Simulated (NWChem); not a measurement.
## Correlation energy of propene (C3H6)

SMILES: C=CC
```xyz
9

C      0.2514     1.2161     0.0000
C     -0.4594    -0.0966     0.0000
C      0.1256    -1.2953     0.0000
H     -0.0241     1.8172    -0.8830
H     -0.0241     1.8172     0.8830
H      1.3441     1.0885     0.0000
H     -1.5565    -0.0506     0.0000
H      1.2160    -1.3996     0.0000
H     -0.4609    -2.2178     0.0000
```
Charge 0, spin multiplicity 1.

Everything below was run with NWChem. The geometry was optimised at PBE0/def2-SVP, a minimum by its harmonic frequencies.

Basis set: def2-SVP. Each correlation energy counts from its own Hartree-Fock reference.

The correlated methods keep 3 core orbitals frozen. Coupled-cluster values serve here as a point of comparison, not as the truth.

For the correlation energy, MP2 gives -417.7 mHa and SCS-MP2 gives -421.1 mHa. What do CR-CCSD[T], CR-CCSD(T), CCSD give?

CR-CCSD[T]: -471.3 mHa; CR-CCSD(T): -471.0 mHa; CCSD: -459.5 mHa.
